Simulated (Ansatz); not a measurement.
# H₂Cl (doublet): wave-function methods side by side at distance Cl1–H2 along a hydrogen transfer = 1.189 Å, cc-pVDZ

Aim: climb from Hartree-Fock through coupled cluster and multireference methods for H₂Cl (doublet) at one geometry and basis, and see what each rung misses.

The runs use Ansatz 0.2.0, Gaussian basis; cc-pVDZ, core rule «outside noble gas», up to 5 orbitals frozen.

To be run: UHF; CCSD(T) on ROHF; CCSD(T) on UHF; BCCD(T) on ROHF; CISD; CCSDT(Q) on ROHF; CCSDT(Q) on UHF; CISDTQ; CCSDTQ on ROHF; CCSDTQ on UHF; CASSCF and MRCISD+Q, 3 electrons in 3 orbitals; CASSCF and NEVPT2, 3 electrons in 3 orbitals; CASSCF and MRCISD+Q, 9 electrons in 6 orbitals; CASSCF and NEVPT2, 9 electrons in 6 orbitals; Full CI.

## 1. What is computed

The geometry derives from fragments relaxed apart (PBE0/def2-TZVP) and kept rigid, so it is no stationary point. A hydrogen atom is moved between rigid fragments.

3 atoms, charge 0, spin multiplicity 2.

Atoms are counted from 1 here; the program's logs count them from 0.

Bond lengths: Cl1–H2 1.189 Å.

As a file:

```xyz
3
ClH2
Cl    0.0000    0.0000   -1.2683
H     0.0000    0.0000   -0.0793
H     0.0000    0.0000    1.3477
```

## 2. UHF

Contents of in.yaml:

```yaml
crystal:
  periodic: [false, false, false]
  atoms:
    - {symbol: Cl, position_ang: [0.000000, 0.000000, -1.268333]}
    - {symbol: H, position_ang: [0.000000, 0.000000, -0.079333]}
    - {symbol: H, position_ang: [0.000000, 0.000000, 1.347667]}
basis:
  gaussian: {orbitals: cc-pVDZ}
magnetization: {spin_polarized: true, initial_magnetization: 1}
hamiltonian: {xc: hf}
output: {orbitals: {seedname: orbitals}}
```

Launch:

```bash
$ ansatz run in.yaml --threads 1 --pin off --events-out ev --progress --plain --max-ram 2816MiB --backend cpu
```

After this run come: CCSD(T) on ROHF; CCSD(T) on UHF; BCCD(T) on ROHF; CISD; CCSDT(Q) on ROHF; CCSDT(Q) on UHF; CISDTQ; CCSDTQ on ROHF; CCSDTQ on UHF; CASSCF and MRCISD+Q, 3 electrons in 3 orbitals; CASSCF and NEVPT2, 3 electrons in 3 orbitals; CASSCF and MRCISD+Q, 9 electrons in 6 orbitals; CASSCF and NEVPT2, 9 electrons in 6 orbitals; Full CI.

Before running them: what should the planned runs give, taken together? Wanted: FCI below the RHF energy; RMP2 from FCI; UMP2 from FCI; RCCSD from FCI; RCCSD(T) from FCI; UCCSD(T) from FCI; RCCSDT(Q) from FCI; UCCSDT(Q) from FCI; NEVPT2 pair from FCI.

The runs gave:

| quantity | value |
| --- | --- |
| FCI below the RHF energy | -4.5768 eV |
| RMP2 from FCI | +527.9 meV |
| UMP2 from FCI | +525.4 meV |
| RCCSD from FCI | +79.6 meV |
| RCCSD(T) from FCI | +13.8 meV |
| UCCSD(T) from FCI | +13.7 meV |
| RCCSDT(Q) from FCI | +0.6 meV |
| UCCSDT(Q) from FCI | +0.6 meV |
| NEVPT2 pair from FCI | +543.9 meV |
| NEVPT2 valence from FCI | +863.6 meV |
| MRCISD+Q valence from FCI | -1.1 meV |
| levels within 1 kcal/mol (43 meV) | RCCSD(T), UCCSD(T), BCCD(T), RCCSDT, UCCSDT, CISDTQ, RCCSDT(Q), UCCSDT(Q), RCCSDTQ, UCCSDTQ, MRCISD+Q valence |
| T1 diagnostic | 0.009 |
| effectively unpaired electrons | 1.03 |

**Reading.** RCCSD(T) lands +13.8 meV from the yardstick (0.3 % of the correlation energy). One determinant dominates. Of the multireference levels listed MRCISD+Q valence comes nearest in total energy (-1.1 meV), which doesn't show that its space is the better one. These misses are within one basis, not against nature; the frozen cores of restricted and unrestricted runs differ, which can shift their rows.
